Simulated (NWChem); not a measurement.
# singlet CH4FSi− at 6 levels

Aim: a comparison of 6 runs (HF/STO-3G, B3LYP/6-31G*, B3LYP/6-311+G**, M06-2X/6-311+G**, PBE0/6-311+G**, MP2/6-311+G**) of singlet CH4FSi−. 

The calculation is run with NWChem 7.3.0.

6 further runs of the same task are left out: 3 that didn't finish, 3 set aside as unsound or not needed. Runs told in other sessions of the task aren't counted.

## Step 1: The system as given

CH4FSi− has 7 atoms, charge -1, and is taken as a singlet. SMILES of the parent species: `[CH2][SiH2]F`. The shape is that of a PBE0-D4/def2-TZVP optimisation. This is one conformer, not always the lowest. That shape belongs to the parent species and isn't relaxed for this state.

Bond lengths: C1–Si2 1.828 Å, Si2–F3 1.601 Å, C1–H4 1.085 Å, C1–H5 1.086 Å, Si2–H6 1.486 Å, Si2–H7 1.486 Å. Angles: C1–Si2–F3 109.0°, C1–Si2–H6 111.6°, C1–Si2–H7 111.7°, F3–Si2–H6 107.8°, F3–Si2–H7 107.6°, Si2–C1–H4 122.6°, Si2–C1–H5 122.3°, H6–Si2–H7 109.0°, H4–C1–H5 115.1°.

## Step 2: The energy at HF/STO-3G (run 1)

ch4fsi.nw

```
start ch4fsi
title "CH4FSi"
memory stack 880 mb heap 220 mb global 1100 mb
charge -1

geometry units au noautosym nocenter noautoz
   C  -1.64765221  0.53120201 -1.16369335
   Si  1.11229280 -0.29725392  0.74171750
   F   1.23323527 -3.30607586  1.04029423
   H  -2.90261933 -0.88061237 -1.96248058
   H  -2.14672888  2.47686403 -1.58340152
   H   0.96357135  0.81371607  3.31703627
   H   3.50355224  0.53384763 -0.47564407
end

basis spherical bse
   C library STO-3G
   Si library STO-3G
   F library STO-3G
   H library STO-3G
end

scf
   thresh 1e-08
   maxiter 80
end

task scf energy
```

Command:

```sh
$ nwchem ch4fsi.nw > ch4fsi.out
```

Output:

```text
[...]
  functions       =    23
[...]
  wavefunction    = RHF
[...]
         Total SCF energy =   -423.104558023766
      One-electron energy =   -814.506779907334
      Two-electron energy =    283.552474057427
 Nuclear repulsion energy =    107.849747826140
        Time for solution =      0.9s
[...]
```

Run time: 1.6 s. Hardware: 1 thread of Intel Xeon Platinum 8259CL at 2.50GHz (Skylake/Cascade Lake), shared host; peak memory 0.1 GiB.

## Step 3: The energy at B3LYP/6-31G(d) (spherical functions) (run 2)

mymol.nw

```
START mymol
TITLE "CH4FSi B3LYP"
memory stack 880 mb heap 220 mb global 1100 mb
charge -1
GEOMETRY units angstrom noautosym nocenter noautoz
 C    -0.871900    0.281100   -0.615800
 Si    0.588600   -0.157300    0.392500
 F     0.652600   -1.749500    0.550500
 H    -1.536000   -0.466000   -1.038500
 H    -1.136000    1.310700   -0.837900
 H     0.509900    0.430600    1.755300
 H     1.854000    0.282500   -0.251700
END
BASIS spherical bse
 * library 6-31G*
END
DFT
 xc b3lyp
 grid xfine
 convergence energy 1e-08
 maxiter 100
 mulliken
 print medium
END
TASK dft energy
```

Command:

```sh
$ nwchem mymol.nw > mymol.out
```

Output:

```text
[...]
          Wavefunction type:  closed shell.
          No. of atoms     :     7
          No. of electrons :    34
[...]
          Charge           :    -1
          Spin multiplicity:     1
[...]
          AO basis - number of functions:    54
[...]
              XC Information
              --------------
                         B3LYP Method XC Potential
                     Hartree-Fock (Exact) Exchange  0.200
                        Slater Exchange Functional  0.800 local
                    Becke 1988 Exchange Functional  0.720 non-local
              Lee-Yang-Parr Correlation Functional  0.810
                  VWN I RPA Correlation Functional  0.190 local
[...]
 d= 0,ls=0.0,diis     1   -429.7300105503 -5.38D+02  3.03D-02  7.31D-01     2.8
[...]
 d= 0,ls=0.0,diis    10   -429.8360887011 -3.62D-10  4.48D-07  1.29D-10    20.8
         Total DFT energy =     -429.836088701125
      One electron energy =     -816.711120980032
           Coulomb energy =      317.681641165598
    Exchange-Corr. energy =      -38.656364585377
 Nuclear repulsion energy =      107.849755698686
[...]
      Total Density - Mulliken Population Analysis
     ---------------------------------------------
    Atom       Charge   Shell Charges
 -----------   ------   -------------------------------------------------------
    1 C    6     6.71   2.00  0.63  2.05  0.61  1.40  0.01
    2 Si  14    13.48   2.00  2.00  5.96  0.90  1.61  0.22  0.50  0.29
    3 F    9     9.45   2.00  0.92  3.33  1.03  2.16  0.01
    4 H    1     0.97   0.52  0.45
    5 H    1     0.99   0.52  0.47
    6 H    1     1.20   0.53  0.67
    7 H    1     1.20   0.53  0.67
[...]
```

Wall time 22 s (1 thread of Intel Xeon Platinum 8259CL at 2.50GHz (Skylake/Cascade Lake), shared host); peak memory 0.14 GiB.

Runs 3 to 4 aren't shown in full; the table further down has their settings and results.

## Step 4: A single-point energy at PBE0/6-311+G(d,p) (run 5)

ch4fsi.nw

```
start ch4fsi
memory 2200 mb
charge -1

geometry units bohr noautosym nocenter noautoz
  C     -1.64765221     0.53120201    -1.16369335
  Si     1.11229280    -0.29725392     0.74171750
  F      1.23323527    -3.30607586     1.04029423
  H     -2.90261933    -0.88061237    -1.96248058
  H     -2.14672888     2.47686403    -1.58340152
  H      0.96357135     0.81371607     3.31703627
  H      3.50355224     0.53384763    -0.47564407
end

basis "ao basis" spherical bse
  * library 6-311+G**
end

dft
  xc pbe0
  grid fine
  convergence energy 1e-08
  iterations 100
  mulliken
end

task dft
```

Command:

```sh
$ nwchem ch4fsi.nw > ch4fsi.out
```

Output:

```text
[...]
          Wavefunction type:  closed shell.
          No. of atoms     :     7
          No. of electrons :    34
[...]
          Charge           :    -1
          Spin multiplicity:     1
[...]
          AO basis - number of functions:    98
[...]
              XC Information
              --------------
                         PBE0 Method XC Functional
                     Hartree-Fock (Exact) Exchange  0.250
          PerdewBurkeErnzerhof Exchange Functional  0.750
            Perdew 1991 LDA Correlation Functional  1.000 local
           PerdewBurkeErnz. Correlation Functional  1.000 non-local
[...]
 d= 0,ls=0.0,diis     1   -429.5042374491 -5.37D+02  1.48D-02  3.07D+00     2.6
[...]
 d= 0,ls=0.0,diis    10   -429.6469739043 -4.71D-09  1.74D-06  5.53D-09    19.6
         Total DFT energy =     -429.646973904349
      One electron energy =     -815.884000699001
           Coulomb energy =      316.661482706976
    Exchange-Corr. energy =      -38.274203738465
 Nuclear repulsion energy =      107.849747826140
[...]
      Total Density - Mulliken Population Analysis
     ---------------------------------------------
    Atom       Charge   Shell Charges
 -----------   ------   -------------------------------------------------------
    1 C    6     7.19   1.10  0.89  0.62  0.71  1.48  0.61  1.34 -0.01  0.43  0.02
    2 Si  14    13.22   0.79  1.18  0.95  1.03  0.80  0.37  1.97  3.90  0.65  1.11  0.09  0.07  0.01  0.29
    3 F    9     9.37   1.08  0.92  1.17  1.07  2.38  0.92  1.84 -0.11  0.09  0.00
    4 H    1     0.88   0.26  0.47  0.11  0.03
    5 H    1     0.90   0.26  0.48  0.13  0.03
    6 H    1     1.22   0.25  0.61  0.35  0.01
    7 H    1     1.22   0.25  0.61  0.35  0.01
[...]
```

It took 20 s on 1 thread of Intel Xeon Platinum 8259CL at 2.50GHz (Skylake/Cascade Lake), shared host; peak memory 0.11 GiB.

## Step 5: The energy at MP2/6-311+G(d,p) (run 6)

mymol.xyz

```xyz
7
CH4FSi mp2
C     -0.871900     0.281100    -0.615800
Si     0.588600    -0.157300     0.392500
F      0.652600    -1.749500     0.550500
H     -1.536000    -0.466000    -1.038500
H     -1.136000     1.310700    -0.837900
H      0.509900     0.430600     1.755300
H      1.854000     0.282500    -0.251700
```

mymol.nw

```
start mymol
title "CH4FSi mp2"
memory total 2200 mb
charge -1

geometry units angstroms noautosym nocenter noautoz
load format xyz mymol.xyz
end

basis spherical bse
C library 6-311+G**
Si library 6-311+G**
F library 6-311+G**
H library 6-311+G**
end

scf
thresh 1e-08
maxiter 80
print low
end

mp2
freeze core 7
tight
end

task mp2 energy
```

Command:

```sh
$ nwchem mymol.nw > mymol.out
```

Output:

```text
[...]
  functions       =    98
[...]
  wavefunction    = RHF
[...]
         Total SCF energy =   -428.612918787760
      One-electron energy =   -815.586748829409
      Two-electron energy =    279.124074342963
 Nuclear repulsion energy =    107.849755698686
        Time for solution =     21.3s
[...]
          Total MP2 energy          -429.089014223091
[...]
```

Run time: 27 s. Hardware: 1 thread of Intel Xeon Platinum 8259CL at 2.50GHz (Skylake/Cascade Lake), shared host; peak memory 0.24 GiB.

## Step 6: All runs side by side

```csv
run,level,iteration cap,module,energy (Eh),HOMO energy (eV),LUMO energy (eV),HOMO–LUMO gap (eV),wall time
1,HF/STO-3G,80,scf,-423.104558,4.44,20.37,15.93,1.6 s
2,B3LYP/6-31G* (spherical functions),100,dft,-429.836089,2.59,6.19,3.59,22 s
3,B3LYP/6-311+G**,100,dft,-429.949955,1.25,3.86,2.61,22 s
4,M06-2X/6-311+G**,100,dft,-429.842042,0.10,3.99,3.89,35 s
5,PBE0/6-311+G**,100,dft,-429.646974,1.08,4.07,2.99,20 s
6,MP2/6-311+G**,80,mp2,-429.089014,–,–,–,27 s
```

## Step 7: Results

| quantity | value |
| --- | --- |
| run 6: total energy | -429.08901 Eh |
| run 6: correlation energy (7 core orbitals frozen) | -476.1 mEh |

**Reading.** Over runs 1, 2, 3, 4, 5 the HOMO–LUMO gap runs from 2.61 eV (B3LYP/6-311+G**) to 15.93 eV (HF/STO-3G). The two ends differ in method and basis. The empty levels of an anion lie above zero and hang on the basis. Totals of different functionals can't be ranked against each other. In runs 1, 2, 3, 4, 5 the HOMO lies above zero, from self-interaction, a short basis or an electron that isn't bound. In run 1 the basis is minimal, so the values are rough. All runs together took 2.1 min, the longest 35 s.
